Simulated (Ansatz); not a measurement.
Mulliken charges of `C=N/C(O)=C/F` from ωB97M-V/def2-TZVPP in Ansatz (PBE0-D4/def2-TZVP geometry).

```
atom   x (Å)   y (Å)   z (Å)  charge (e)
  C1  -0.009  -1.638  -0.435      -0.084
  N2   0.390  -0.864   0.482      -0.230
  C3   0.049   0.483   0.465       0.270
  O4  -0.238   1.006   1.674      -0.271
  C5   0.091   1.234  -0.637       0.000
  F6  -0.148   2.548  -0.593      -0.192
  H7  -0.671  -1.314  -1.244       0.102
  H8   0.319  -2.675  -0.423       0.120
  H9  -0.082   0.310   2.322       0.188
 H10   0.382   0.859  -1.607       0.097
```

Task: By hand: the dipole of these point charges (1 e Å = 4.8032 D).

Result: Σ q r = (0.009, -0.609, -0.186) e Å, of length 0.637 e Å = 3.06 D.

Task: How does the dipole of the full density compare? (An estimate is asked.)

Result: The calculation gave: (-0.030, -0.655, -0.180) e Å, 3.27 D; the point charges give 0.94 times that, at 4° from its direction.

Point charges leave out the atoms' own dipoles, such as those of lone pairs, and Mulliken's split depends on the basis, so the close match here is no proof of good charges.
